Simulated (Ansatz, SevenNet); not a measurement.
For trigonal Se, the machine-learned potential SevenNet-l3i5 (trained on PBE and PBE+U data) gives:

lattice parameter a: 4.892 Å
c axis length: 5.026 Å

Question: What does r²SCAN+rVV10 (plane waves, PAW; Ansatz, a quantum-chemistry and plane-wave program) give for the same quantities?

Answer: 
- lattice constant a: 4.295 Å (shrinks by 12 %)
- lattice parameter c: 5.038 Å (grows by 0.2 %)

For comparison: lattice constant a 4.365 Å (measured, 293 K, no zero-point or thermal correction; as tabulated in Wikipedia's data pages); lattice parameter c 4.958 Å (measured, 293 K, no zero-point or thermal correction; as tabulated in Wikipedia's data pages).

Changes are worked out from the printed values.

Unless a cell is named, each level is at its own relaxed cell (SevenNet-l3i5 34.72, r²SCAN+rVV10 26.82 Å³/atom).

Caveats: the cell moved over 20 % in volume from its start (SevenNet-l3i5). Ansatz's density-functional and Hartree–Fock values are scalar-relativistic unless marked +SOC, with PAW data made under PBE.
